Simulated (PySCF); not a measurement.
C₅H₈F (doublet state).
Numbering: `[H]/[C:1]=[CH:2]\[C@H:3]([CH3:4])[CH2:5][F:6]` (hydrogens: H7 on C1; H8 on C2; H9 on C3; H10, H11, H12 on C4; H13, H14 on C5)

Structure optimised with GFN2-xTB, isolated species. This method treats the open shell by occupation alone, without spin polarisation.

(1) List the bond lengths, angles and torsions at this level.

## Answers

(1) 
```
                  bond  length (Å)   order
                 C1=C2       1.288  double
                 C2–C3       1.531  single
                 C3–C4       1.525  single
                 C3–C5       1.526  single
                 C5–F6       1.372  single
                 C1–H7       1.064  single
                 C2–H8       1.085  single
                 C3–H9       1.094  single
C4–H10, C4–H11, C4–H12       1.088  single
                C5–H13       1.097  single
                C5–H14       1.095  single
```

Bonds in one row agree within 0.01 Å and their mean is given. Orders are formal, as drawn. A selection of angles:
```
     angle  degrees
  C2–C1–H7    139.4
  C1–C2–C3    126.0
  C1–C2–H8    121.1
  C3–C2–H8    112.9
  C2–C3–C4    109.6
  C2–C3–C5    109.7
  C2–C3–H9    108.8
  C4–C3–C5    110.3
  C4–C3–H9    110.0
  C5–C3–H9    108.4
 C3–C4–H10    110.6
 C3–C4–H12    110.0
H10–C4–H11    108.5
H10–C4–H12    108.5
  C3–C5–F6    110.9
 C3–C5–H13    110.9
 C3–C5–H14    111.6
 F6–C5–H13    106.5
 F6–C5–H14    106.8
H13–C5–H14    109.9
```

Dihedral angles: C1–C2–C3–C4 -118° (anticlinal); C2–C3–C5–F6 -67° (synclinal).

C2 (carbon bonded to 2 C and H) is planar (angles 126.0°, 121.1° and 112.9°, sum 360.0°, 0.00 Å off the plane of its three neighbours). Of the pairs four or more bonds apart, H10···H13 is among the closest relative to their van der Waals radii: 2.52 Å, 105 % of the sum of Bondi's values. The C–C distances run from 1.288 Å (C1=C2, drawn double) to 1.531 Å (C2–C3, drawn single), a spread of 0.243 Å. C1 (carbon bonded to C and H) is bent (angle 139.4°).

Point group: C1 (no symmetry element, even within 0.4 Å). GFN2-xTB frequencies: not computed here.

One conformer stands for the species.
